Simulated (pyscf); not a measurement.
Structures and frequencies: ωB97X-D3(BJ)/def2-SVP in PySCF.

How much does it cost (ΔH, 298 K, ωB97M-D3(BJ)/def2-TZVP) to split cyclic C₄H₈Ge (SMILES C=C[CH]1[CH2][GeH2]1) at its C–C bond into •HC=CH₂ + cyclic C₂H₅Ge (SMILES [CH]1[CH2][GeH2]1) [doublet]?

C–C to •HC=CH₂ + cyclic C₂H₅Ge (SMILES [CH]1[CH2][GeH2]1) [doublet]: 106.0 kcal/mol. The 7 functionals that were run give +97.9 (r²SCAN) to +106.8 kcal/mol (ωB97X-D3(BJ)). The radicals are drawn with the spin at the cut bond; how far it spreads was not checked. cyclic C₄H₈Ge (SMILES C=C[CH]1[CH2][GeH2]1) lies 34.0 kcal/mol over its isomer cyclic C₄H₈Ge (SMILES C1=C[CH2][GeH2][CH2]1), and others may lie lower still (electronic energy, ωB97M-D3(BJ)). cyclic C₂H₅Ge (SMILES [CH]1[CH2][GeH2]1) [doublet] lies 33.9 kcal/mol over its isomer H₂C=CH–GeH₂•, and others may lie lower still (electronic energy, ωB97M-D3(BJ)). Other isomers of •HC=CH₂ were not searched in full and may lie lower. Elements up to Kr have no core potential and no relativistic terms here.
